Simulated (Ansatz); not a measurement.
We consider grey tin (α-Sn), described by r²SCAN in Ansatz (PAW).

Run with plane-wave cutoff 600 eV, 20×20×20 k mesh, Fermi–Dirac smearing 0.05 eV, scalar-relativistic PAW data made under PBE.

Cell (relaxed at this level):

```
CELL_PARAMETERS angstrom
      0.00000     3.28289     3.28289
      3.28289     0.00000     3.28289
      3.28289     3.28289     0.00000
ATOMIC_POSITIONS crystal
  Sn 0.50000 0.50000 0.50000
  Sn 0.75000 0.75000 0.75000
```

Question: What does this level give for the elastic constant C44, Voigt–Reuss–Hill bulk modulus, elastic constant C12, polycrystal shear modulus (Hill average) and elastic constant C11?

Answer: 
- elastic constant C44 = 31.9 GPa
- Voigt–Reuss–Hill bulk modulus = 42.9 GPa
- elastic constant C12 = 31.0 GPa
- polycrystal shear modulus (Hill average) = 25.3 GPa
- elastic constant C11 = 66.8 GPa

Measured, for comparison: elastic constant C44 36.2 GPa, elastic constant C12 29.3 GPa, elastic constant C11 69 GPa (low temperature, zero-point motion not removed; as tabulated in Tanner et al. (2021), arXiv:2110.11888). Computed (rounded) less measured: elastic constant C44 -12 %, elastic constant C12 +6 %, elastic constant C11 -3 %.

Note: the solid has no gap at this level, which affects its response.

Elastic constants are with the ions relaxed.

Spin–orbit coupling is not included.

The computed numbers hold no vibrational or temperature effects.

Ansatz is a first-principles code.
